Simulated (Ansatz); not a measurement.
## Interaction energy ladder

The pair of H2O (SMILES O, atoms 1–3) and SiH4 (SMILES [SiH4], atoms 4–8), both closed shells, in one local arrangement (a lower one may exist), relaxed at PBE0-D4/def2-TZVP:

```xyz
8
angstrom
O 0.2532 -0.1279 -1.8493
H -0.5302 -0.5685 -2.1869
H 0.1910 0.7758 -2.1675
Si 0.0228 -0.0192 1.2207
H 0.2951 -1.4199 0.8208
H 1.1185 0.8833 0.7927
H -0.0755 0.0365 2.7061
H -1.2751 0.4399 0.6634
```

Program: Ansatz 0.2.0. Basis: def2-TZVPPD, with def2-QZVPPD for the basis limit. Cores are frozen in the correlated methods. B3LYP uses VWN-RPA correlation. Extrapolation: Hartree–Fock as exp(−7.88 √X), correlation as X^−2.97. Interaction energies count from these two fragments, frozen as in the pair, with the counterpoise correction; negative means bound.

What is the interaction energy by CCSD(T) at an estimated basis limit (MP2 extrapolated from triple and quadruple zeta, plus CCSD(T) − MP2 in triple zeta)? (To be estimated.)

Computed: -1.59 kcal/mol. Hartree–Fock alone gives 0.01 kcal/mol at the basis limit, so without correlation the pair would not bind at this distance. It counts from the two fragments frozen as in the pair.

The same quantity by other methods in triple zeta, and each one's difference from that estimate:
| method | E_int (kcal/mol) | difference |
| --- | --- | --- |
| PBE-D4 | -1.66 | -0.07 |
| revPBE-D4 | -1.12 | 0.47 |
| BLYP-D4 | -1.14 | 0.45 |
| r2SCAN-D4 | -1.77 | -0.18 |
| B97M-V | -1.93 | -0.34 |
| PBE0-D4 | -1.61 | -0.02 |
| B3LYP-D4 | -1.39 | 0.20 |
| HSE06-D4 | -1.60 | -0.01 |
| wB97X-V | -1.67 | -0.08 |
| wB97M-V | -1.80 | -0.22 |
| B2PLYP | -0.78 | 0.81 |
| HF | 0.04 | 1.63 |
| MP2 | -1.27 | 0.32 |
| CCSD | -1.10 | 0.49 |
| CCSD(T) | -1.31 | 0.28 |
Differences are method less estimate.

Basis-set superposition shift (counterpoise-corrected less uncorrected): CCSD(T) 0.32; MP2 0.32; HF 0.04; PBE0-D4 0.03; wB97M-V 0.04 kcal/mol.

No T1 diagnostic of these runs exceeds 0.011.

For scale, one of the runs: CCSD(T)/def2-TZVPPD, 190 basis functions, launched by `ansatz run in.yaml --threads 2 --pin off --events-out ev --progress --plain --max-ram 5222MiB`. Hardware: 2 CPU threads of an Arm Neoverse V2, shared host. Wall time 28 s; peak host memory 1.9 GiB.
